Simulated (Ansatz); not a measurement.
# CH₄N (quartet): the correlation ladder at distance C1–H5 along a hydrogen transfer = 1.131 Å, cc-pVDZ

The task here is to estimate one member of a computed series from the others.

The runs use Ansatz 0.2.0, Gaussian basis; cc-pVDZ, core rule «outside noble gas», up to 2 orbitals frozen.

To be run: UHF; CCSD(T) on ROHF; CCSD(T) on UHF; BCCD(T) on ROHF; CISD; CCSDT(Q) on ROHF; CCSDT(Q) on UHF; CASSCF and MRCISD+Q, 5 electrons in 5 orbitals; CASSCF and NEVPT2, 5 electrons in 5 orbitals.

7 further runs of the same task are left out: 1 for a mislabelled method, 5 that didn't finish, 1 set aside as unsound or not needed.

### What is computed

The geometry derives from fragments relaxed apart (PBE0/def2-TZVP) and kept rigid, so it is no stationary point. A hydrogen atom is moved between rigid fragments.

6 atoms, charge 0, spin multiplicity 4.

Atoms are counted from 1 here; the program's logs count them from 0.

Bond lengths: C1–H2 1.090 Å, C1–H3 1.090 Å, C1–H4 1.090 Å, C1–H5 1.131 Å, H5–N6 1.290 Å. Angles: H2–C1–H3 109.5°, H2–C1–H4 109.5°, H2–C1–H5 109.5°, H3–C1–H4 109.5°, H3–C1–H5 109.5°, H4–C1–H5 109.5°, C1–H5–N6 180.0°.

The first run:

Contents of in.yaml:

```yaml
crystal:
  periodic: [false, false, false]
  atoms:
    - {symbol: C, position_ang: [-1.129880, 0.000000, 0.000000]}
    - {symbol: H, position_ang: [-1.493085, 1.027301, 0.000000]}
    - {symbol: H, position_ang: [-1.493085, -0.513650, 0.889668]}
    - {symbol: H, position_ang: [-1.493085, -0.513650, -0.889669]}
    - {symbol: H, position_ang: [0.001120, 0.000000, 0.000000]}
    - {symbol: N, position_ang: [1.291120, 0.000000, 0.000000]}
basis:
  gaussian: {orbitals: cc-pVDZ}
magnetization: {spin_polarized: true, initial_magnetization: 3}
hamiltonian: {xc: hf}
output: {orbitals: {seedname: orbitals}}
```

Run with:

```
> ansatz run in.yaml --threads 1 --pin off --events-out ev --progress --plain --max-ram 2393MiB
```

Among the steps run: UHF; CCSD(T) on ROHF; CCSD(T) on UHF; BCCD(T) on ROHF; CISD; CCSDT(Q) on ROHF; CCSDT(Q) on UHF; CASSCF and MRCISD+Q, 5 electrons in 5 orbitals; CASSCF and NEVPT2, 5 electrons in 5 orbitals.

One table of the session follows, with a row left open; its other results are not shown here.

| method | from UCCSDT(Q) (kJ/mol) |
| --- | --- |
| ROHF | +787.1 |
| UHF | +767.4 |
| RMP2 | +122.2 |
| UMP2 | +121.0 |
| CISD | +73.1 |
| RCCSD | ? |
| UCCSD | +17.9 |
| RCCSD(T) | +2.7 |
| UCCSD(T) | +2.6 |
| BCCD(T) | +2.8 |
| RCCSDT | +0.9 |
| UCCSDT | +0.7 |
| RCCSDT(Q) | +0.2 |
| UCCSDT(Q) | 0 |
| CASSCF pair | +737.3 |
| NEVPT2 pair | +122.5 |

Q: Estimate the row for RCCSD from the others.

**Answer.** from UCCSDT(Q) (kJ/mol): +18.3. In the column «from UCCSDT(Q) (kJ/mol)» it lies between UCCSD (+17.9) and CISD (+73.1).

Not comparable, so not listed: CASSCF and MRCISD+Q, 5 electrons in 5 orbitals (they don't share determinant, frozen orbitals or solution with the rows shown, or repeat one).

To keep in mind: Restricted and unrestricted rows rest on different reference determinants; where their highest levels disagree by more than a few hundredths of an eV, they describe different states and don't form one ladder. Warnings in the runs' records: passed over end.
